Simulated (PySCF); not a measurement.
## Basis-set dependence of population analyses: `CC[C@@H]1C[C@H]1F`

C₅H₉F.
Geometry (PBE0-D3(BJ)/def2-SVP, Å), atoms numbered from 1 in this order:
```
atom  x, y, z in Å
C1     1.8317   -0.8400   -0.0481
C2     0.6691   -0.1892    0.6857
C3    -0.6321   -0.2945   -0.0684
C4    -0.9720    0.6723   -1.1840
C5    -1.7146    0.7077    0.1055
F6    -3.0007    0.2723    0.1131
H7     2.7715   -0.7459    0.5168
H8     1.6463   -1.9134   -0.2121
H9     1.9835   -0.3782   -1.0364
H10    0.8946    0.8761    0.8677
H11    0.5473   -0.6474    1.6825
H12   -0.9989   -1.3147   -0.2310
H13   -1.5135    0.2743   -2.0457
H14   -0.2768    1.4868   -1.4087
H15   -1.5651    1.5469    0.7947
```

PBE0 throughout (PySCF), one geometry, spherical d and f functions. Isolated species at its PBE0-D3(BJ)/def2-SVP geometry (one conformer only). Atoms taken as equivalent share a column and are averaged. The first 7 of 13 kinds of atom are listed.

Mulliken charges (e):

```csv
basis,functions,C1,C2,C3,C4,C5,F6,H7/H8/H9
STO-3G,39,-0.229,-0.137,-0.097,-0.191,+0.015,-0.101,+0.078
6-31G,72,-0.487,-0.319,-0.198,-0.372,+0.145,-0.334,+0.166
6-31G*,102,-0.521,-0.335,-0.187,-0.422,+0.207,-0.336,+0.175
def2-SVP,129,-0.074,-0.011,-0.220,-0.085,+0.203,-0.247,+0.042
"6-311+G(2d,p)",216,-0.575,-0.239,+0.201,-0.304,+0.057,-0.307,+0.145
def2-TZVP,240,-0.371,-0.189,-0.092,-0.264,+0.107,-0.215,+0.121
```

IAO charges (e):

```csv
basis,functions,C1,C2,C3,C4,C5,F6,H7/H8/H9
STO-3G,39,-0.390,-0.254,-0.161,-0.295,+0.018,-0.123,+0.133
6-31G,72,-0.428,-0.254,-0.150,-0.328,+0.127,-0.290,+0.143
6-31G*,102,-0.408,-0.242,-0.148,-0.320,+0.163,-0.298,+0.136
def2-SVP,129,-0.397,-0.237,-0.145,-0.313,+0.165,-0.301,+0.133
"6-311+G(2d,p)",216,-0.421,-0.248,-0.150,-0.329,+0.160,-0.315,+0.141
def2-TZVP,240,-0.421,-0.248,-0.151,-0.330,+0.164,-0.314,+0.141
```

Hirshfeld charges (e):

```csv
basis,functions,C1,C2,C3,C4,C5,F6,H7/H8/H9
STO-3G,39,-0.041,-0.005,-0.031,-0.065,+0.051,-0.069,+0.014
6-31G,72,-0.099,-0.047,-0.040,-0.095,+0.044,-0.127,+0.034
6-31G*,102,-0.101,-0.050,-0.042,-0.095,+0.042,-0.116,+0.034
def2-SVP,129,-0.112,-0.058,-0.043,-0.100,+0.042,-0.109,+0.038
"6-311+G(2d,p)",216,-0.114,-0.066,-0.055,-0.102,+0.035,-0.119,+0.040
def2-TZVP,240,-0.118,-0.066,-0.052,-0.104,+0.035,-0.115,+0.041
```

Question: Which scheme is steadiest as the basis changes?

Answer: Largest range over the bases for any column: Hirshfeld 0.08 e, IAO 0.19 e, Mulliken 0.50 e. Hirshfeld charges move least and Mulliken charges most, counted in e. Without the minimal STO-3G basis the ranges are Hirshfeld 0.02, IAO 0.04, Mulliken 0.50 e.

Question: How much do the charges still move between the two largest bases, 6-311+G(2d,p) and def2-TZVP?

Answer: At most, over all atoms: Mulliken 0.294 e, IAO 0.004 e, Hirshfeld 0.005 e.

Question: What do the same runs give for the total energy, the frontier levels and the dipole moment?

Answer: 
| basis | energy (Eh) | HOMO (eV) | LUMO (eV) | μ (D) |
| --- | --- | --- | --- | --- |
| STO-3G | -291.6630 | -4.80 | 7.80 | 0.91 |
| 6-31G | -295.3463 | -7.75 | 2.69 | 1.95 |
| 6-31G* | -295.4160 | -7.58 | 2.71 | 1.58 |
| def2-SVP | -295.2092 | -7.83 | 1.92 | 1.70 |
| 6-311+G(2d,p) | -295.5111 | -7.94 | 0.37 | 1.87 |
| def2-TZVP | -295.5370 | -7.89 | 1.29 | 1.76 |

The dipole is fixed by the density alone, so its range of 1.04 D shows that the density itself changes with the basis, not only its division among atoms.
